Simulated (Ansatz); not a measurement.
For hcp Re, PBEsol (PAW; Ansatz, a quantum-chemistry and plane-wave program) gives:

| Property | Result |
|---|---|
| equilibrium lattice constant a | 2.751 Å |
| lattice parameter c | 4.442 Å |
| bulk modulus | 391 GPa |

Question: What does r²SCAN+SOC (PAW; Ansatz) give for the same quantities?

Answer: 
- lattice constant a: 2.761 Å (rises by 0.4 %)
- lattice parameter c: 4.460 Å (grows by 0.4 %)
- bulk modulus: 384 GPa (drops by 1.8 %)

For comparison: lattice constant a 2.761 Å (measured, 293 K, not corrected to a static lattice; as tabulated in Wikipedia's data pages); lattice parameter c 4.458 Å (measured, 293 K, no zero-point or thermal correction; as tabulated in Wikipedia's data pages); bulk modulus 369 GPa (measured, zero-point energy and finite temperature contributions removed, sources range from 369 to 381; as tabulated in doi:10.1021/acs.jctc.3c00612).

Changes are worked out from the printed values.

Unless a cell is named, each level is at its own relaxed cell (PBEsol 14.55, r²SCAN+SOC 14.72 Å³/atom).

Levels without +SOC leave out spin–orbit coupling, which shifts energies and cells of such heavy elements.

Ansatz's density-functional and Hartree–Fock values are scalar-relativistic unless marked +SOC, with PAW data made under PBE.
